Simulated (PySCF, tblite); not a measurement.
**butanoyl fluoride (C₄H₇FO): geometry, infrared bands, NMR shifts and spin-spin couplings**

Aim: predict the infrared bands, NMR shifts and spin-spin couplings of butanoyl fluoride (C₄H₇FO) (`CCCC(=O)F`).

The runs use tblite 0.8.0 and PySCF 2.14.0, with density-fitted response routines of our own; the level of theory stands in each step. All values are computed, except where a source is named. Atoms count from 0, in the outputs and in this text.

**1. The starting structure**

13 atoms, charge 0, multiplicity 1; geometry from: force field or distance geometry start.

Bonds of the start (Å): C0–C1 1.48, C1–C2 1.49, C2–C3 1.50, C3–O4 1.23, C3–F5 1.37, C0–H6 1.13, C0–H7 1.08, C0–H8 1.11, C1–H9 1.14, C1–H10 1.12, C2–H11 1.12, C2–H12 1.12.

**2. Optimising the geometry with GFN2-xTB**

The job: settings as JSON, then the geometry in Å.

```
{"job": {"kind": "relax", "xc": "GFN2-xTB", "basis": "xTB"}, "charge": 0, "multiplicity": 1}
C     -1.428300    -0.085500    -0.548600
C     -0.553300    -0.218700     0.632900
C      0.793000     0.426500     0.566300
C      1.642000    -0.062100    -0.568100
O      1.237700    -0.947500    -1.316500
F      2.901100     0.443700    -0.760500
H     -2.347000    -0.706900    -0.357900
H     -1.022800    -0.402700    -1.498600
H     -1.803400     0.957000    -0.614800
H     -0.418900    -1.322700     0.865800
H     -1.095500     0.236100     1.506300
H      0.757100     1.543200     0.568500
H      1.334000     0.140300     1.507500
```

Launch:

```
$ OMP_NUM_THREADS=1 python probes_run.py task.json out
```

This one command runs all jobs of the session in turn.

**Question.** This job is followed by: GFN2-xTB harmonic vibrations, gas phase; GIAO PBE0/pcSseg-1 NMR shielding, non-relativistic, gas phase; B3LYP/pcJ-1 indirect spin-spin coupling, non-relativistic, gas phase. What will the session give for the following? strongest single infrared mode (GFN2-xTB); zero-point energy (GFN2-xTB); 13C shifts against TMS (PBE0/pcSseg-1); 1H shifts against TMS (PBE0/pcSseg-1, means over atoms taken as alike); 17O shifts against H2O (PBE0/pcSseg-1); 19F shifts against CFCl3 (PBE0/pcSseg-1); largest coupling of the table (B3LYP/pcJ-1).

As calculated:

| quantity | value |
| --- | --- |
| strongest single infrared mode (GFN2-xTB) | 1881 cm⁻¹, 414 km/mol |
| zero-point energy (GFN2-xTB) | 65.2 kcal/mol |
| 13C shifts against TMS (PBE0/pcSseg-1) | 173.0, 36.0, 20.8, 15.1 ppm |
| 1H shifts against TMS (PBE0/pcSseg-1, means over atoms taken as alike) | 2.54, 1.64, 1.10 ppm |
| 17O shifts against H2O (PBE0/pcSseg-1) | 448.7 ppm |
| 19F shifts against CFCl3 (PBE0/pcSseg-1) | 60.3 ppm |
| largest coupling of the table (B3LYP/pcJ-1) | 1J(C,F) C3–F5, -416.1 Hz |

In words: Relaxing lowered the energy by 0.475 eV in 69 steps; the close pair that moved most is C3–O4, from 1.228 to 1.178 Å. All 33 modes are real, so the xTB geometry is a minimum. The strongest single mode, at 1881 cm⁻¹, moves mainly C3 and O4. GFN2-xTB is a fitted tight-binding method: band positions and strengths are rough. Its intensities can rank the bands wrongly. The most deshielded hydrogen is H11, H12 (mean) (hydrogen on an sp3 CH2 α to a carbonyl), at 2.54 ppm: α to C=O. At PBE0/pcSseg-1: The widest tensor belongs to O4: span 666 ppm, with a paramagnetic part of -515 ppm. In the run at B3LYP/pcJ-1, the largest coupling of the table is C3–F5, -416.1 Hz, of which the Fermi-contact term gives -375.1 Hz. Couplings across rotatable bonds belong to this one conformer; where others are populated, the observed values are averages, and the simulated multiplets take (2 J gauche + J anti)/3 across rotating chain bonds.
